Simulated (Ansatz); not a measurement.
[Cl···H···F], doublet: transfer scan

Starting geometry:

```xyz
3

Cl    0.0000    0.0000   -1.3569
H     0.0000    0.0000   -0.0781
F     0.0000    0.0000    1.4351
```

From there H2 is moved from one fragment to the other while all else, the fragments' distance too, stays fixed, so the hump isn't the reaction's barrier; atoms are numbered as listed. Energies are in kcal/mol, counted from the starting geometry at the same level.

Basis cc-pVTZ; Ansatz 0.2.0. Correlated methods freeze the noble-gas cores. Prefix R: restricted or restricted open-shell reference; prefix U: unrestricted.

Unrestricted rows (U) aren't spin-pure: their determinants' ⟨S²⟩ exceeds S(S+1) by up to 0.10, so they mix in states of higher spin. Coupled cluster chose its determinant by trial CCSD, here up to 0.05 eV above the lowest Hartree–Fock solution of its kind. The reference follows the lowest state, whose symmetry changes along the scan.

Full CI isn't at hand for all of this; UCCSDT(Q) serves as the reference, and is uncertain by about the last step of the cluster series.

```csv
distance Cl1-H2 (Å),UCCSD
1.279,0.0
1.366,1.9
1.542,2.0
1.717,-23.2
1.892,-36.1
```

**Question.** Estimate the UCCSDT(Q) curve in cc-pVTZ from this one, knowing how UCCSD errs.

**Answer.** The computed UCCSDT(Q) values, in kcal/mol from the starting point, and the error of UCCSD against them:
| distance Cl1-H2 (Å) | UCCSDT(Q) | UCCSD less UCCSDT(Q) |
| --- | --- | --- |
| 1.279 | 0.0 | 0.0 |
| 1.366 | 1.2 | 0.7 |
| 1.542 | -0.2 | 2.2 |
| 1.717 | -23.9 | 0.7 |
| 1.892 | -35.9 | -0.2 |

The error spans 2.4 kcal/mol and is largest, 2.2 kcal/mol, at 1.542 Å.
